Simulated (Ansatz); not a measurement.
Litharge PbO was calculated with r²SCAN-D4 in Ansatz (PAW).

Numerical settings: plane-wave cutoff 560 eV, 8×8×8 k mesh, Fermi–Dirac smearing 0.01 eV, scalar-relativistic PAW data made under PBE.

Cell (relaxed at this level):

```
CELL_PARAMETERS angstrom
      3.98379     0.00000     0.00000
      0.00000     3.98379     0.00000
      0.00000     0.00000     5.11990
ATOMIC_POSITIONS crystal
  Pb 0.50000 0.00000 0.76858
  Pb 0.00000 0.50000 0.23142
  O  0.50000 0.50000 0.00000
  O  0.00000 0.00000 0.00000
```

**Question.** Predict the smallest direct gap on the k points sampled, band gap, pressure derivative B′ of the bulk modulus, bulk modulus B0 and Γ–Γ gap.

**Answer.** 
* **smallest direct gap on the k points sampled**: 2.68 eV
* **band gap**: 1.64 eV
* **pressure derivative B′ of the bulk modulus**: 9.8
* **bulk modulus B0**: 19.3 GPa
* **Γ–Γ gap**: 2.70 eV

Measured, for comparison: bulk modulus 23.1 GPa (temperature not stated, not corrected to a static lattice; as tabulated in Canepa et al. (2012), arXiv:1204.2842). Computed (rounded) less measured: bulk modulus -16 % (against room or unstated temperature, where such soft solids are markedly softer).

Note: the bulk modulus comes from volumes at which shape and atoms were relaxed.

Spin–orbit coupling is not included; with these elements it can move the gap by several tenths of an eV or more.

Computed values are for the static lattice.

Computing time: about 12 core-minutes (a rough figure).

Ansatz is a program for electronic structure.
